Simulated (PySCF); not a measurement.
XPS shifts beside NMR shieldings

Compound: C3H3N.
Structure used (PBE0-D3(BJ)/def2-SVP), in Å, numbered top down from 1:
```xyz
7
C3H3N angstrom
C     -1.776   -0.149   -0.400
C     -0.630   -0.095   -0.010
C      0.711   -0.075    0.502
N      1.628    0.627   -0.034
H     -2.788   -0.184   -0.762
H      0.867   -0.716    1.391
H      2.501    0.498    0.485
```

Binding energies: delta-SCF UKS SCAN, pcX-2 on the ionised atom, pcseg-1 elsewhere, spin-free X2C (PySCF). Shieldings: GIAO B3LYP/pcSseg-2, non-relativistic, same geometry.

```tsv
atom	C 1s (eV)
C1	290.92
C2	291.21
C3	292.97
```

Question: What are the absolute isotropic shieldings of these atoms?

Answer: 
| atom | environment | C 1s (eV) | isotropic shielding (ppm) |
| --- | --- | --- | --- |
| C1 | terminal alkyne carbon | 290.92 | 90.0 |
| C2 | alkyne carbon | 291.21 | 91.8 |
| C3 | imine carbon | 292.97 | 15.1 |

Question: Among the listed atoms, is the one with the highest binding energy also the least shielded?

Answer: Yes: C3 has both (292.97 eV, 15.1 ppm).

By binding energy: C1 < C2 < C3. By shielding: C3 < C1 < C2.

Spin contamination (⟨S²⟩ against 0.75 for a pure doublet) is marked for C 1s of C1 (0.90), C 1s of C2 (0.92) and C 1s of C3 (0.95), which makes these values less certain. Isolated species at its PBE0-D3(BJ)/def2-SVP geometry, gas phase.
